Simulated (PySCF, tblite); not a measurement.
Isomers of C4H11PS, one GFN2-xTB conformer each. Single-point energies are computed at PBE0/pcSseg-1 (PySCF, gas phase, no added dispersion term), electronic only.

```tsv
SMILES	GFN2-xTB relative energy (kcal/mol)
CCP(C)(C)=S	0.4
CC(C)[P@@H](C)=S	0.0
```

Conformers: `[CH3:1][CH2:2][P:3]([CH3:4])([CH3:5])=[S:6]` with C1–C2–P3–C4 72°; `[CH3:1][CH:2]([CH3:3])[P@@H:4]([CH3:5])=[S:6]` with C1–C2–P4–C5 -70°.

**Question.** What does PBE0/pcSseg-1 give for the same structures?

**Answer.** 
```json
{"SMILES": "CCP(C)(C)=S", "PBE0/pcSseg-1 E (Eh)": "-898.11757", "PBE0/pcSseg-1 (kcal/mol)": "0.0", "GFN2-xTB (kcal/mol)": "0.4", "point group": "C1"}
{"SMILES": "CC(C)[P@@H](C)=S", "PBE0/pcSseg-1 E (Eh)": "-898.10259", "PBE0/pcSseg-1 (kcal/mol)": "9.4", "GFN2-xTB (kcal/mol)": "0.0", "point group": "C1"}
```

GFN2-xTB puts CC(C)[P@@H](C)=S lowest instead. 

**Question.** Which frontier levels, dipoles and rotational constants go with these structures?

**Answer.** 
```csv
SMILES,"HOMO (eV, PBE0/pcSseg-1)",LUMO (eV),dipole (D),"A, B, C (MHz)"
CCP(C)(C)=S,-6.32,0.87,4.74,"2351, 1977, 1559"
CC(C)[P@@H](C)=S,-6.50,0.64,4.50,"2675, 1821, 1434"
```

**Question.** What happens when harmonic zero-point energies from GFN2-xTB frequencies are added?

**Answer.** 
| SMILES | ZPE (kcal/mol) | electronic (kcal/mol) | with ZPE (kcal/mol) |
| --- | --- | --- | --- |
| CCP(C)(C)=S | 87.9 | 0.0 | 0.0 |
| CC(C)[P@@H](C)=S | 87.8 | 9.4 | 9.3 |

The zero-point energies span 0.1 kcal/mol. The order is unchanged.

**Question.** As an exercise, what shares would exp(−E/RT) give at 1000 K from these electronic energies alone (no entropy, no degeneracies)?

**Answer.** RT = 1.987 kcal/mol: CCP(C)(C)=S 99.1 %, CC(C)[P@@H](C)=S 0.9 %.
